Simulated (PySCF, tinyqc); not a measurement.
G0W0 on RHF in the sto-6g basis, for LiH, spin multiplicity 1, step by step. The lowest restricted solution is unstable here: a spin-polarised one lies 0.0013 hartree lower (PySCF). Computed by tinyqc, a small Python program that keeps every step (integrals from PySCF). Settings: charge = 0, multiplicity = 1, basis = sto-6g, method = RHF, energy threshold = 1e-10, iteration cap = 58, orthogonalisation = symmetric, start = atomic densities, DIIS depth = 6. Command: `OMP_NUM_THREADS=1 python tinyqc.py 31048 31049 out.jsonl` (the two numbers bound the seeds that draw the settings). One thread of a shared host (Intel(R) Xeon(R) Processor @ 2.60GHz), about 0.1 s of CPU time with the checks. The early iterations of the SCF are left out here.

## One-electron integrals

Geometry (angstrom):
```
atom       x       y       z
Li    0.0000  0.0000  0.0000
H     0.0000  0.0000  2.1240
```

Basis sto-6g: exponents (1/bohr^2) and contraction coefficients of normalised primitives:
```
element  l (shell)  exponent  coefficient
Li           s (1)  167.1758       0.0092
Li           s (1)   30.6515       0.0494
Li           s (1)    8.5752       0.1685
Li           s (1)    2.9458       0.3706
Li           s (1)    1.1439       0.4165
Li           s (1)    0.4711       0.1303
Li           s (2)    6.5976      -0.0133
Li           s (2)    1.3058      -0.0470
Li           s (2)    0.4059      -0.0338
Li           s (2)    0.1561       0.2502
Li           s (2)    0.0678       0.5951
Li           s (2)    0.0311       0.2407
Li           p (3)    6.5976       0.0038
Li           p (3)    1.3058       0.0377
Li           p (3)    0.4059       0.1739
Li           p (3)    0.1561       0.4180
Li           p (3)    0.0678       0.4259
Li           p (3)    0.0311       0.1017
H            s (1)   35.5232       0.0092
H            s (1)    6.5131       0.0494
H            s (1)    1.8221       0.1685
H            s (1)    0.6260       0.3706
H            s (1)    0.2431       0.4165
H            s (1)    0.1001       0.1303
```

Overlap, kinetic and nuclear-attraction integrals over the contracted functions; the nuclear repulsion is the sum of Za Zb / Rab.

nuclear repulsion = 0.747425 hartree

overlap S, lower triangle:
```
         1Li 1s  1Li 2s  1Li 2px  1Li 2py  1Li 2pz   2H 1s
1Li 1s   1.0000
1Li 2s   0.2357  1.0000
1Li 2px  0.0000  0.0000   1.0000
1Li 2py  0.0000  0.0000   0.0000   1.0000
1Li 2pz  0.0000  0.0000   0.0000   0.0000   1.0000
2H 1s    0.0217  0.2741   0.0000   0.0000   0.3889  1.0000
```

kinetic energy T (hartree), lower triangle:
```
          1Li 1s  1Li 2s  1Li 2px  1Li 2py  1Li 2pz   2H 1s
1Li 1s    3.6167
1Li 2s   -0.1107  0.1065
1Li 2px   0.0000  0.0000   0.3200
1Li 2py   0.0000  0.0000   0.0000   0.3200
1Li 2pz   0.0000  0.0000   0.0000   0.0000   0.3200
2H 1s    -0.0084  0.0151   0.0000   0.0000   0.0570  0.7685
```

nuclear attraction V (hartree), lower triangle:
```
          1Li 1s   1Li 2s  1Li 2px  1Li 2py  1Li 2pz    2H 1s
1Li 1s   -8.3163
1Li 2s   -0.8871  -1.4382
1Li 2px   0.0000   0.0000  -1.4148
1Li 2py   0.0000   0.0000   0.0000  -1.4148
1Li 2pz  -0.0097  -0.0919   0.0000   0.0000  -1.4848
2H 1s    -0.0854  -0.4362   0.0000   0.0000  -0.6272  -1.9868
```

core Hamiltonian H = T + V (hartree), lower triangle:
```
          1Li 1s   1Li 2s  1Li 2px  1Li 2py  1Li 2pz    2H 1s
1Li 1s   -4.6995
1Li 2s   -0.9978  -1.3317
1Li 2px   0.0000   0.0000  -1.0948
1Li 2py   0.0000   0.0000   0.0000  -1.0948
1Li 2pz  -0.0097  -0.0919   0.0000   0.0000  -1.1648
2H 1s    -0.0938  -0.4212   0.0000   0.0000  -0.5702  -1.2183
```

## Two-electron integrals

Functions are numbered as in S; the eight-fold symmetry (ij|kl) = (ji|kl) = (kl|ij) leaves the list below.

Two-electron integrals (ij|kl) in chemists' order, unique and non-zero (hartree):
```
(11|11) 1.6812     (21|11) 0.2426     (21|21) 0.0445     (22|11) 0.3972
(22|21) 0.0903     (22|22) 0.2906     (31|31) 0.0094     (32|31) 0.0143
(32|32) 0.0642     (33|11) 0.3972     (33|21) 0.0903     (33|22) 0.2906
(33|33) 0.3131     (41|41) 0.0094     (42|41) 0.0143     (42|42) 0.0642
(43|43) 0.0169     (44|11) 0.3972     (44|21) 0.0903     (44|22) 0.2906
(44|33) 0.2794     (44|44) 0.3131     (51|51) 0.0094     (52|51) 0.0143
(52|52) 0.0642     (53|53) 0.0169     (54|54) 0.0169     (55|11) 0.3972
(55|21) 0.0903     (55|22) 0.2906     (55|33) 0.2794     (55|44) 0.2794
(55|55) 0.3131     (61|11) 0.0219     (61|21) 0.0040     (61|22) 0.0082
(61|33) 0.0081     (61|44) 0.0081     (61|51) 0.0005     (61|52) 0.0011
(61|55) 0.0084     (61|61) 3.90e-04   (62|11) 0.0844     (62|21) 0.0196
(62|22) 0.0712     (62|33) 0.0671     (62|44) 0.0671     (62|51) 0.0032
(62|52) 0.0221     (62|55) 0.0793     (62|61) 0.0022     (62|62) 0.0338
(63|31) 0.0013     (63|32) 0.0067     (63|53) 0.0029     (63|63) 0.0018
(64|41) 0.0013     (64|42) 0.0067     (64|54) 0.0029     (64|64) 0.0018
(65|11) 0.1133     (65|21) 0.0265     (65|22) 0.0988     (65|33) 0.0920
(65|44) 0.0920     (65|51) 0.0050     (65|52) 0.0343     (65|55) 0.1123
(65|61) 0.0030     (65|62) 0.0508     (65|65) 0.0768     (66|11) 0.2490
(66|21) 0.0587     (66|22) 0.2341     (66|33) 0.2144     (66|44) 0.2144
(66|51) 0.0096     (66|52) 0.0851     (66|55) 0.2735     (66|61) 0.0066
(66|62) 0.1467     (66|65) 0.2265     (66|66) 0.7750
```

## Orthogonalisation

S = U s U^T; symmetric (Loewdin) form X = U s^(-1/2) U^T, so that X^T S X = 1.

eigenvalues of S: 0.5081  0.8094  1.0000  1.0000  1.1775  1.5050

X, lower triangle:
```
          1Li 1s   1Li 2s  1Li 2px  1Li 2py  1Li 2pz   2H 1s
1Li 1s    1.0223
1Li 2s   -0.1266   1.0575
1Li 2px   0.0000   0.0000   1.0000
1Li 2py   0.0000   0.0000   0.0000   1.0000
1Li 2pz  -0.0061   0.0495   0.0000   0.0000   1.0684
2H 1s     0.0172  -0.1646   0.0000   0.0000  -0.2283  1.1029
```

## Iteration 8 (converged): orbitals

converged F (hartree), lower triangle:
```
          1Li 1s   1Li 2s  1Li 2px  1Li 2py  1Li 2pz    2H 1s
1Li 1s   -2.4038
1Li 2s   -0.6201  -0.1922
1Li 2px   0.0000   0.0000   0.1591
1Li 2py   0.0000   0.0000   0.0000   0.1591
1Li 2pz   0.0135  -0.0653   0.0000   0.0000   0.0510
2H 1s    -0.0586  -0.1997   0.0000   0.0000  -0.1976  -0.0853
```

Diagonalise F' = X^T F X, C = X C', fill 2 alpha and 2 beta electrons from the bottom; D = 2 C_occ C_occ^T. Each column has its largest component positive (the first on a tie).

F' = X^T F X (hartree), lower triangle:
```
         1        2       3       4        5       6
1  -2.3564
2  -0.3400  -0.0263
3   0.0000   0.0000  0.1591
4   0.0000   0.0000  0.0000  0.1591
5   0.0117   0.0048  0.0000  0.0000   0.1472
6   0.0171  -0.2021  0.0000  0.0000  -0.2387  0.0613
```

orbital energies (hartree): MO1 -2.4051, MO2 -0.2397, MO3 0.0712, MO4 0.1591, MO5 0.1591, MO6 0.3994

coefficients C:
```
             MO1      MO2      MO3      MO4     MO5      MO6
1Li 1s    0.9941  -0.1394  -0.2048   0.0000  0.0000   0.1090
1Li 2s    0.0238   0.4867   0.8014   0.0000  0.0000  -0.5333
1Li 2px   0.0000   0.0000   0.0000   0.9885  0.1509   0.0000
1Li 2py   0.0000   0.0000   0.0000  -0.1509  0.9885   0.0000
1Li 2pz  -0.0047   0.3304  -0.5923   0.0000  0.0000  -0.8579
2H 1s    -0.0005   0.5976  -0.1914   0.0000  0.0000   0.9498
```

D after iteration 8, lower triangle:
```
          1Li 1s  1Li 2s  1Li 2px  1Li 2py  1Li 2pz   2H 1s
1Li 1s    2.0154
1Li 2s   -0.0883  0.4748
1Li 2px   0.0000  0.0000   0.0000
1Li 2py   0.0000  0.0000   0.0000   0.0000
1Li 2pz  -0.1014  0.3214   0.0000   0.0000   0.2184
2H 1s    -0.1677  0.5816   0.0000   0.0000   0.3949  0.7143
```

Within a degenerate level the vectors are fixed only up to a rotation; this is one choice.

## Convergence

Stop when the energy changes by less than 1e-10 hartree and every element of the error matrix X^T (F D S - S D F) X is below 3e-06.

Course of the cycle:
```
iteration  E (hartree)     change  largest element of the error matrix
1            -7.722532          -                             1.03e-01
2            -7.894406  -1.72e-01                             8.19e-02
3            -7.903776  -9.37e-03                             3.62e-02
4            -7.906126  -2.35e-03                             6.34e-03
5            -7.906354  -2.28e-04                             1.02e-03
6            -7.906359  -4.54e-06                             8.18e-05
7            -7.906359  -2.45e-08                             5.83e-07
8            -7.906359  -1.08e-12                             5.49e-08
```

PySCF RHF in the same basis = -7.906359 hartree

Converged in 8 iterations.

## Integrals over molecular orbitals

(pq|rs) = sum C_ip C_jq C_kr C_ls (ij|kl), one index at a time.

one-electron integrals over orbitals h = C^T H C (hartree), lower triangle:
```
         1        2        3        4        5        6
1  -4.6923
2   0.0950  -1.3168
3   0.1645   0.0112  -1.1006
4   0.0000   0.0000   0.0000  -1.0948
5   0.0000   0.0000   0.0000   0.0000  -1.0948
6  -0.0558   0.0409   0.0243   0.0000   0.0000  -1.0207
```

Two-electron integrals over orbitals (pq|rs), unique and non-zero (hartree):
```
(11|11) 1.6653    (21|11) -0.0980   (21|21) 0.0103    (22|11) 0.3161
(22|21) 0.0030    (22|22) 0.4552    (31|11) -0.1448   (31|21) 0.0110
(31|22) -0.0112   (31|31) 0.0233    (32|11) 0.0285    (32|21) -0.0026
(32|22) -0.0572   (32|31) -0.0005   (32|32) 0.0197    (33|11) 0.3957
(33|21) -0.0089   (33|22) 0.2117    (33|31) 0.0008    (33|32) 0.0140
(33|33) 0.3305    (41|41) 0.0100    (42|41) 0.0071    (42|42) 0.0208
(43|41) 0.0104    (43|42) 0.0200    (43|43) 0.0417    (44|11) 0.3970
(44|21) -0.0033   (44|22) 0.2454    (44|31) -0.0048   (44|32) 0.0131
(44|33) 0.2804    (44|44) 0.3131    (51|51) 0.0100    (52|51) 0.0071
(52|52) 0.0208    (53|51) 0.0104    (53|52) 0.0200    (53|53) 0.0417
(54|54) 0.0169    (55|11) 0.3970    (55|21) -0.0033   (55|22) 0.2454
(55|31) -0.0048   (55|32) 0.0131    (55|33) 0.2804    (55|44) 0.2794
(55|55) 0.3131    (61|11) 0.0722    (61|21) -0.0097   (61|22) -0.0074
(61|31) -0.0052   (61|32) 0.0027    (61|33) 0.0120    (61|44) 0.0015
(61|55) 0.0015    (61|61) 0.0116    (62|11) -0.0807   (62|21) 0.0016
(62|22) 0.1107    (62|31) 0.0042    (62|32) -0.0429   (62|33) -0.0202
(62|44) -0.0367   (62|55) -0.0367   (62|61) 0.0008    (62|62) 0.1320
(63|11) 0.0201    (63|21) -0.0020   (63|22) -0.0563   (63|31) 0.0042
(63|32) 0.0156    (63|33) 0.0365    (63|44) 0.0072    (63|55) 0.0072
(63|61) 0.0042    (63|62) -0.0376   (63|63) 0.0296    (64|41) -0.0059
(64|42) -0.0185   (64|43) -0.0123   (64|64) 0.0195    (65|51) -0.0059
(65|52) -0.0185   (65|53) -0.0123   (65|65) 0.0195    (66|11) 0.3558
(66|21) 0.0010    (66|22) 0.4260    (66|31) -0.0107   (66|32) -0.0469
(66|33) 0.2381    (66|44) 0.2596    (66|55) 0.2596    (66|61) -0.0051
(66|62) 0.0995    (66|63) -0.0451   (66|66) 0.4214
```

## Screening: direct RPA

With D = e_a - e_i and K = (ia|jb): diagonalise D^(1/2) (D + 4K) D^(1/2) = Z w^2 Z^T; X + Y = D^(1/2) Z w^(-1/2), each column of Z with its largest component positive (the first on a tie); E_c = (sum w - tr (D + 2K)) / 2.

D^(1/2) (D + 4K) D^(1/2) (hartree^2), lower triangle:
```
         1>3     1>4     1>5     1>6      2>3     2>4     2>5     2>6
1>3   6.3625
1>4   0.0000  6.6781
1>5   0.0000  0.0000  6.6781
1>6  -0.0548  0.0000  0.0000  7.9952
2>3  -0.0019  0.0000  0.0000  0.0100   0.1211
2>4   0.0000  0.0287  0.0000  0.0000   0.0000  0.1922
2>5   0.0000  0.0000  0.0287  0.0000   0.0000  0.0000  0.1922
2>6   0.0209  0.0000  0.0000  0.0043  -0.0765  0.0000  0.0000  0.7457
```

excitation energies w (hartree): 0.3344  0.4382  0.4382  0.8688  2.5221  2.5842  2.5842  2.8279

X + Y:
```
           1        2        3        4        5        6       7        8
1>3  -0.0003   0.0000   0.0000  -0.0063   0.9903   0.0000  0.0000  -0.0314
1>4   0.0000  -0.0051  -0.0094   0.0000   0.0000   0.9953  0.0411   0.0000
1>5   0.0000  -0.0094   0.0051   0.0000   0.0000  -0.0411  0.9953   0.0000
1>6  -0.0039   0.0000   0.0000  -0.0008   0.0353   0.0000  0.0000   0.9953
2>3   0.9572   0.0000   0.0000  -0.0717  -0.0001   0.0000  0.0000   0.0004
2>4   0.0000   0.4546   0.8386   0.0000   0.0000   0.0017  0.0001   0.0000
2>5   0.0000   0.8386  -0.4546   0.0000   0.0000  -0.0001  0.0017   0.0000
2>6   0.1657   0.0000   0.0000   0.8514   0.0019   0.0000  0.0000   0.0002
```

RPA correlation energy = -0.027393 hartree

Within a degenerate level the vectors are fixed only up to a rotation; this is one choice.

## G0W0 on Hartree-Fock: HOMO

W(p,q,m) = sqrt2 sum_ia (pq|ia) (X+Y)_ia,m; Sigma_c(x) = sum_(i,m) W^2/(x - e_i + w_m) + sum_(a,m) W^2/(x - e_a - w_m); solve x = e_p + Sigma_c(x) by Newton steps; Z = 1/(1 - dSigma/dx); 1 hartree = 27.211386 eV.

The 12 largest terms at x = e_p (hartree; W for the signs of X + Y given):
```
q  m        W       term
2  4   0.1392     0.0223
6  4   0.1632    -0.0177
2  1  -0.0515     0.0079
3  4  -0.0537    -0.0024
6  1  -0.0272    -0.0008
5  2   0.0246    -0.0007
4  3   0.0246    -0.0007
3  1   0.0165  -4.24e-04
4  2   0.0133  -2.12e-04
5  3  -0.0133  -2.12e-04
2  5  -0.0157   9.76e-05
1  5   0.0149   4.74e-05
```

Newton steps (hartree):
```
step        x  Sigma_c(x)       Z
0     -0.2397      0.0072  0.9373
1     -0.2329      0.0068  0.9383
2     -0.2329      0.0068  0.9383
```

quasiparticle energy of the HOMO = -6.3371 eV

Hartree-Fock value = -6.5214 eV

## G0W0 on Hartree-Fock: LUMO

As before.

The 12 largest terms at x = e_p (hartree; W for the signs of X + Y given):
```
q  m        W       term
2  4  -0.0537     0.0024
6  4  -0.0469    -0.0018
5  2   0.0236    -0.0011
4  3   0.0236    -0.0011
3  4  -0.0257    -0.0008
3  1   0.0141    -0.0006
2  1   0.0165   4.24e-04
4  2   0.0128  -3.11e-04
5  3  -0.0128  -3.11e-04
6  1   0.0123  -2.29e-04
1  5   0.0323   2.09e-04
3  8   0.0168  -1.00e-04
```

Newton steps (hartree):
```
step       x  Sigma_c(x)       Z
0     0.0712     -0.0034  0.9875
1     0.0679     -0.0033  0.9876
2     0.0679     -0.0033  0.9876
```

quasiparticle energy of the LUMO = 1.8470 eV

Hartree-Fock value = 1.9372 eV
